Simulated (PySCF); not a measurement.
Work out the structure from these simulated measurements.

Formula: CH3N.

- Couplings: largest of the computed one-bond spin–spin couplings (means over like bonds): 13C–1H +183.3, 13C–1H +164.4, 15N–1H -48.1, 15N–13C -2.6 Hz [B3LYP/pcJ-2]
- UV, strongest line: among the 10 lowest singlet transitions: S7 at 8.58 eV (145 nm, f = 0.218) [TDDFT CAM-B3LYP/aug-cc-pVTZ]
- NMR, other nuclei: isotropic shieldings of nuclei other than C and H, by class: -116 (1 N) ppm [GIAO B97-2/pcSseg-2]
- Dipole: 2.08 D [CAM-B3LYP/aug-cc-pVTZ]
- Triplet: lowest triplet excitation (Tamm–Dancoff): 4.28 eV [TDA CAM-B3LYP/aug-cc-pVTZ]
- 13C NMR: chemical shifts (computed TMS as zero) by class: 171.6 (1 C) ppm [GIAO B97-2/pcSseg-2]
- Rotational structure: rotational constants A, B, C: 198.267, 35.235, 29.918 GHz [PBE0-D3(BJ)/def2-TZVP]
- 1H NMR: chemical shifts (computed TMS as zero) by class: 10.92 (1 H), 8.20 (1 H), 7.90 (1 H) ppm [GIAO B97-2/pcSseg-2]
- Polarisability: 22.8 au [CAM-B3LYP/aug-cc-pVTZ]
- UV, first state: lowest singlet excitation: 5.13 eV (242 nm, f = 0.002) [TDDFT CAM-B3LYP/aug-cc-pVTZ]

Electronic properties: PySCF, gas phase, density fitting. Levels stand in brackets. Geometry: PBE0-D3(BJ)/def2-TZVP; no solvent, vibrations or thermal averaging. NMR classes are plain means over equivalent atoms (diastereotopic ones count apart unless rotation or inversion swaps them), as if these changed places fast.

Problem. What is the compound? Reason from the data.

Solution. Its formula, CH3N, gives 1 degree of unsaturation: 0 rings and 1 π bond in the structure found. The one carbon: imine carbon (171.6 ppm). Hydrogen classes from least to most shielded: 1 H on an imine nitrogen (10.92 ppm), 1 H on an imine carbon (8.20 ppm), 1 H on an imine carbon (7.90 ppm). The other shieldings belong to: -116 ppm, imine nitrogen. The couplings run between: +183.3 Hz, imine carbon and its hydrogen; +164.4 Hz, imine carbon and its hydrogen; -48.1 Hz, imine nitrogen and its hydrogen; -2.6 Hz, imine nitrogen and imine carbon. The optimised geometry has point group Cs and is an asymmetric top. Structure: `C=N` (CH3N).
